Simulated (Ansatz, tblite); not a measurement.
Removing an electron: Si(SH)H3 (SiH₄S). Charge 0, multiplicity 1. Geometry: PBE-D4/def2-TZVP. Ansatz, gas phase; energy differences of separate SCF runs; the oxidised species was run as a doublet alone.

```xyz
6

Si   -0.2013    0.3638   -0.3266
S     0.1798   -1.6069    0.4435
H     0.9447   -1.1674    1.4713
H    -1.0596    0.1344   -1.5244
H     1.0619    1.0565   -0.7271
H    -0.9254    1.2195    0.6633
```

The xTB rows come from tblite. B3LYP takes the VWN-RPA correlation. Correlated methods freeze 10 core orbitals.

```json
{"level": "GFN1-xTB", "−HOMO (eV)": "11.71", "vertical IE (eV)": "15.24", "−LUMO (eV)": "5.54", "HOMO–LUMO gap (eV)": "6.17"}
{"level": "HF/def2-TZVPP", "−HOMO (eV)": "–", "vertical IE (eV)": "8.88", "−LUMO (eV)": "–", "HOMO–LUMO gap (eV)": "–"}
{"level": "PBE-D4/def2-TZVP", "−HOMO (eV)": "6.28", "vertical IE (eV)": "9.71", "−LUMO (eV)": "0.79", "HOMO–LUMO gap (eV)": "5.49"}
{"level": "revPBE-D4/def2-TZVP", "−HOMO (eV)": "6.24", "vertical IE (eV)": "9.72", "−LUMO (eV)": "0.69", "HOMO–LUMO gap (eV)": "5.56"}
{"level": "B3LYP-D4/def2-TZVP", "−HOMO (eV)": "7.26", "vertical IE (eV)": "9.88", "−LUMO (eV)": "0.18", "HOMO–LUMO gap (eV)": "7.07"}
{"level": "MP2/def2-TZVPP", "−HOMO (eV)": "–", "vertical IE (eV)": "10.01", "−LUMO (eV)": "–", "HOMO–LUMO gap (eV)": "–"}
{"level": "CCSD/def2-TZVPP", "−HOMO (eV)": "–", "vertical IE (eV)": "9.85", "−LUMO (eV)": "–", "HOMO–LUMO gap (eV)": "–"}
```

(1) Estimate the rows for GFN2-xTB, HF/def2-TZVP, r2SCAN-D4/def2-TZVP, r2SCANh-D4/def2-TZVP, PBE0-D4/def2-TZVP, ωB97X-V/def2-TZVP, CCSD(T)/def2-TZVPP.

Results:

(1) 
```csv
level,−HOMO (eV),vertical IE (eV),−LUMO (eV),HOMO–LUMO gap (eV)
GFN2-xTB,10.49,13.98,5.80,4.68
HF/def2-TZVP,10.34,8.88,-3.02,13.35
r2SCAN-D4/def2-TZVP,6.57,9.78,0.36,6.21
r2SCANh-D4/def2-TZVP,7.02,9.81,0.08,6.94
PBE0-D4/def2-TZVP,7.51,9.84,-0.06,7.56
ωB97X-V/def2-TZVP,9.87,9.96,-2.06,11.94
CCSD(T)/def2-TZVPP,–,9.91,–,–
```

 Raw xTB energy differences between charge states are shifted by several eV; the methods need an empirical correction for them.
